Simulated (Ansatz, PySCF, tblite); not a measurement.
# 3C-SiC: properties by level of theory

Reference values: lattice constant a 4.346 Å (measured, static lattice: zero-point anharmonic expansion removed, our sources range from 4.341 to 4.348; as tabulated in Mejia-Rodriguez and Trickey (2018), arXiv:1807.09216); bulk modulus 229 GPa (measured, 0 K value with the zero-point phonon effect removed; as tabulated in Mejia-Rodriguez and Trickey (2018), arXiv:1807.09216).

```json
[
 {"level (code)": "GFN1-xTB (tblite)", "equilibrium lattice constant a (Å)": "4.484", "bulk modulus B0 (GPa)": "205"},
 {"level (code)": "LDA (Ansatz)", "equilibrium lattice constant a (Å)": "4.329", "bulk modulus B0 (GPa)": "230"},
 {"level (code)": "BLYP (Ansatz)", "equilibrium lattice constant a (Å)": "4.412", "bulk modulus B0 (GPa)": "198"},
 {"level (code)": "HSE06 (Ansatz)", "equilibrium lattice constant a (Å)": "4.349", "bulk modulus B0 (GPa)": "233"},
 {"level (code)": "MP2 (PySCF)", "equilibrium lattice constant a (Å)": "4.346", "bulk modulus B0 (GPa)": "233"}
]
```

Differences from the reference values (errors of the level alone only where the reference is corrected to a static lattice):

| level | lattice constant a (%) | bulk modulus (%) |
|---|---|---|
| GFN1-xTB | +3.18 | -10.5 |
| LDA | -0.39 | +0.4 |
| BLYP | +1.52 | -13.5 |
| HSE06 | +0.07 | +1.7 |
| MP2 | 0.00 | +1.7 |

Nearest: lattice constant a, MP2 or HSE06; bulk modulus, LDA or HSE06 or MP2.

Caveats: the method was fitted mainly to molecules (GFN1-xTB); the run uses a supercell at the zone centre in place of a k mesh (GFN1-xTB). Ansatz's density-functional and Hartree–Fock values are scalar-relativistic unless marked +SOC, with PAW data made under PBE.

Differences are worked out from the printed values.

Ansatz is an electronic-structure program.
